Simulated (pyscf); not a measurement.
`[F][GeH]([F])[F]` → `[FH]` + `[F][Ge][F]` [singlet], a 1,1-elimination (singlet surface; F–Ge, Ge–H broken, F–H formed). PySCF, gas phase, ωB97X-D3(BJ)/def2-SVP geometries. MP2 and CC: frozen core, UHF for open shells. ΔMP2 is the change of the MP2 total energy from the triple- to the quadruple-zeta basis. Energies in kJ/mol from the reactant's lowest minimum found.

Small-basis levels: PySCF, no dispersion term, spherical d functions. AM1 to PM7: differences of heats of formation from MOPAC. GFN2-xTB: tblite. Cost: rough CPU time at the saddle relative to B3LYP/6-31G*+LANL2DZ, from one job on a shared machine.

```tsv
level	barrier	reaction energy	cost
HF/STO-3G	443.5	+236.9	0.10
HF/3-21G	364.6	+226.4	0.1
MP2/6-31G*+LANL2DZ	295.8	+163.8	0.2
PBE/6-31G*+LANL2DZ	220.9	+148.4	1
B3LYP/STO-3G	251.1	+235.8	0.8
B3LYP/6-31G*+LANL2DZ	261.8	+156.7	1
M06-2X/6-31G*+LANL2DZ	292.9	+170.5	2
B3LYP/6-311+G**+LANL2DZ	232.0	+66.9	1
B3LYP/def2-SVP	231.1	+102.9	2
GFN2-xTB	165.8	-15.8	under 0.02
AM1	273.8	+60.3	under 0.02
PM6	203.6	+62.2	under 0.02
CCSD(T)/def2-TZVPP + ΔMP2(QZVPP)	258.4	+101.7	–
```

Against the last row the barrier runs from -92.6 (GFN2-xTB) to +185.1 kJ/mol (HF/STO-3G). CCSD(T)/def2-TZVPP + ΔMP2(QZVPP) has limits of its own. This is the saddle that the search found; another between the same sides may lie lower. The CCSD(T) − MP2 part came from Ansatz, without density fitting, on the same reference. The frozen core leaves the outer d or s,p core shells of the metals and heavy elements correlated in the MP2 and CC values, and def2-TZVPP describes them poorly, which can shift differences by a few kcal/mol. In the def2 sets elements up to Kr have no core potential.
